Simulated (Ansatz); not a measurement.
# LiB+ (doublet): wave-function methods side by side, def2-TZVPP

An exercise on one series of results from a longer session: the logs are not shown, and one member is left open.

The runs use Ansatz 0.2.0, Gaussian basis; def2-TZVPP, core rule «outside noble gas», up to 2 orbitals frozen.

To be run: UHF; ROHF; CCSD(T) on UHF.

### The geometry

The geometry is a PBE0/def2-TZVP stationary point (not a proven minimum).

2 atoms, charge 1, spin multiplicity 2.

Atoms are counted from 1 here; the program's logs count them from 0.

Bond lengths: B1–Li2 2.446 Å.

Set-up of the first run:

in.yaml

```yaml
crystal:
  periodic: [false, false, false]
  atoms:
    - {symbol: B, position_ang: [0.000000, 0.000000, 0.000000]}
    - {symbol: Li, position_ang: [0.000000, 0.000000, 2.445800]}
basis:
  gaussian: {orbitals: def2-TZVPP}
total_charge: 1
magnetization: {spin_polarized: true, initial_magnetization: 1}
hamiltonian: {xc: hf}
output: {orbitals: {seedname: orbitals}}
```

Command:

```console
ansatz run in.yaml --threads 1 --pin off --events-out ev --progress --plain --max-ram 4096MiB --backend cpu
```

Among the steps run: UHF; ROHF; CCSD(T) on UHF.

One table of the session follows, with a row left open; its other results are not shown here.

| method | from UCCSD(T) (kJ/mol) |
| --- | --- |
| ROHF | +174.1 |
| UHF | +164.6 |
| UMP2 | ? |
| UCCSD | +3.2 |
| UCCSD(T) | 0 |

**Question.** Estimate the row for UMP2.

**Answer.** from UCCSD(T) (kJ/mol): +55.2. In the column «from UCCSD(T) (kJ/mol)» it lies between UCCSD (+3.2) and UHF (+164.6).
